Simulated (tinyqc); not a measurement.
Inside a calculation. Method: Hueckel theory of the pi electrons, for the molecule C=N[CH2+] (SMILES; centres numbered as the heavy atoms are written). One step of it, computed by the program tinyqc.

Problem. Energy, charges, bond orders. E = sum n x; q_r = z_r - P_rr; bond order p = P_rs; free valence = sqrt(3) - sum of p over the bonds of the atom.

x values: 1.686141  0.000000  -1.186141

occupations: 2.000000  0.000000  0.000000

charge and bond-order matrix P, lower triangle:
```
          1C        2N        3C
1C  0.412961
2N  0.696311  1.174078
3C  0.412961  0.696311  0.412961
```

Centres:

| centre | z_r, pi electrons of the neutral centre | h |
|---|---|---|
| 1C | 1 | 0.000000 |
| 2N | 1 | 0.500000 |
| 3C | 1 | 0.000000 |

Bonds:

| i | j | k |
|---|---|---|
| 1 | 2 | 1 |
| 2 | 3 | 1.000000 |

Give: pi energy = 2 alpha + this times beta; pi charges; Bond orders and lengths from R = 1.517 - 0.180 p; free valence of the carbons; gap between the highest filled and the next level.

Solution.

pi energy = 2 alpha + this times beta = 3.3723

pi charges: 1C 0.5870, 2N -0.1741, 3C 0.5870

Bond orders and lengths from R = 1.517 - 0.180 p (angstrom, C-C alone):

| bond | p | R |
|---|---|---|
| 1-2 | 0.6963 | - |
| 2-3 | 0.6963 | - |

free valence of the carbons: 1C 1.0357, 3C 1.0357

gap between the highest filled and the next level = 1.6861 |beta|
